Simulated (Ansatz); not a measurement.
A nudged elastic band was laid between two geometries of C2H3O2 (7 atoms, charge 0, multiplicity 2).

Computed with Ansatz 0.2.0, UKS PBE0-D4/STO-3G.

```yaml
movable_images: 5
climbing_image: yes
spring: 5.0 eV/Å²
optimiser: quadratic models (default)
start_path: through a guess of the saddle point
force_threshold: 0.05 eV/Å
iteration_limit: 60
end_points: relaxed
```

Initial state:

```xyz
7
Properties=species:S:1:pos:R:3
C -0.777 0.885 0.050
O 0.553 0.518 0.302
C 0.795 -0.873 0.095
O -0.050 -1.690 -0.302
H -1.409 0.183 -0.509
H -0.919 1.968 -0.032
H 1.867 -1.059 0.350
```

Final state:

```xyz
7
Properties=species:S:1:pos:R:3
C -0.690 0.933 -0.215
O 0.576 0.531 0.235
C 0.795 -0.872 0.092
O -0.039 -1.682 -0.339
H -1.450 0.158 -0.377
H -0.967 1.941 0.116
H 1.836 -1.076 0.443
```

Q: What changes between the two ends?

A: No bond is made or broken.  The two ends are copies of one structure, up to a mirror image or an exchange of like atoms.

Q: Give the energies along the band, and the barrier.

A: The run converged. The highest image is number 2 of 0 to 6, 0.4 kcal/mol above the ends, which have the same energy within 2 meV. A vibrational analysis at the climbing image gives one clearly imaginary mode, 433i cm⁻¹: a first-order saddle point. Limits of this set-up: minimal basis.

| image | path coordinate (Å) | energy (kcal/mol) |
| --- | --- | --- |
| 0 | 0.00 | 0.0 |
| 1 | 0.10 | 0.2 |
| 2 | 0.20 | 0.4 |
| 3 | 0.24 | 0.3 |
| 4 | 0.29 | 0.2 |
| 5 | 0.34 | 0.0 |
| 6 | 0.39 | 0.0 |

Q: What is the geometry of the highest image?

A: 
```xyz
7
Properties=species:S:1:pos:R:3:forces:R:3
C -0.733 0.905 -0.077 0.00 0.00 0.00
O 0.569 0.525 0.259 0.01 0.01 0.00
C 0.803 -0.873 0.090 0.00 -0.01 0.00
O -0.039 -1.690 -0.313 0.00 0.00 0.00
H -1.450 0.158 -0.428 0.00 0.00 0.00
H -0.951 1.969 0.038 0.00 0.00 0.00
H 1.863 -1.062 0.386 0.00 0.00 0.00
```

Q: What are the harmonic wavenumbers there?

A: 433i, 243, 319, 376, 717, 925, 1045, 1164, 1289, 1434, 1529, 1882, 3325, 3431, 3638 cm⁻¹.

Run time: 89 s on 1 thread of Intel(R) Xeon(R) Platinum 8488C (Sapphire Rapids), with other jobs on the host, peak memory 0.11 GiB.
